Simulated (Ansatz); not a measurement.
**BHSF radical: how energies converge with the basis set**

How large a basis does BHSF radical need? Two functionals and correlated methods are run in growing sets.

The runs use Ansatz 0.2.0, Gaussian basis; one geometry, several basis sets.

Levels to be run: PBE0-D4/def2-SVP; ωB97M-V/def2-SVP; PBE0-D4/def2-QZVPP; ωB97M-V/def2-QZVPP; CCSD(T)/cc-pV(D+d)Z; CCSD(T)/cc-pV(T+d)Z; CCSD(T)/cc-pV(Q+d)Z; the functionals' def2-TZVPP values are taken from earlier runs.

## 1. The relaxed structure

All runs share one geometry, relaxed beforehand with PBE0-D4/def2-TZVP.

SMILES `F[B]S`, 4 atoms, charge 0, spin multiplicity 2.

Atoms are counted from 1 here; the program's logs count them from 0.

Bond lengths: F1–B2 1.307 Å, B2–S3 1.792 Å, S3–H4 1.342 Å. Angles: F1–B2–S3 122.4°, B2–S3–H4 94.5°.

## 2. PBE0-D4 in def2-SVP

Contents of in.yaml:

```yaml
crystal:
  periodic: [false, false, false]
  atoms:
    - {symbol: F, position_ang: [0.784456, -0.501530, 1.612314]}
    - {symbol: B, position_ang: [0.502956, 0.175914, 0.530206]}
    - {symbol: S, position_ang: [-0.693135, -0.395860, -0.675610]}
    - {symbol: H, position_ang: [-0.538777, 0.661076, -1.487209]}
basis:
  gaussian: {orbitals: def2-SVP}
magnetization: {spin_polarized: true, initial_magnetization: 1}
hamiltonian: {xc: pbe0, dispersion: d4}
output: {orbitals: {seedname: orbitals}}
```

Launch:

```console
$ ansatz run in.yaml --threads 2 --pin off --events-out ev --progress --plain --max-ram 22528MiB --backend cpu
```

After this run come: ωB97M-V in def2-SVP; PBE0-D4 in def2-QZVPP; ωB97M-V in def2-QZVPP; CCSD(T) in cc-pV(D+d)Z; CCSD(T) in cc-pV(T+d)Z; CCSD(T) in cc-pV(Q+d)Z.

Before running them: what should the planned runs give, taken together? Wanted: MP2 correlation recovered, cc-pV(D+d)Z; MP2 correlation recovered, cc-pV(T+d)Z; MP2 correlation recovered, cc-pV(Q+d)Z; CCSD(T) limit from def2 sets; PBE0-D4: double and triple zeta above quadruple; ωB97M-V: double and triple zeta above quadruple.

The runs gave:

```
                                                  quantity          value
                    MP2 correlation recovered, cc-pV(D+d)Z         66.6 %
                    MP2 correlation recovered, cc-pV(T+d)Z         86.9 %
                    MP2 correlation recovered, cc-pV(Q+d)Z         94.6 %
CCSD(T) limit from def2 sets (earlier runs) minus this one        -44 meV
           PBE0-D4: double and triple zeta above quadruple  8.35, 0.51 eV
           ωB97M-V: double and triple zeta above quadruple  8.38, 0.48 eV
```

What this shows: PBE0-D4 gains 7.84 eV from double to triple zeta, then 0.51 eV more. In cc-pV(D+d)Z MP2 holds 67 % of its limit, in cc-pV(Q+d)Z 95 %, while Hartree-Fock is within 0.111 eV in the largest set. A limit from the def2 sets, made apart, differs by 44 meV, a least measure of the doubt on such a limit. Total energies overstate the basis error of differences, where much of it tends to cancel.
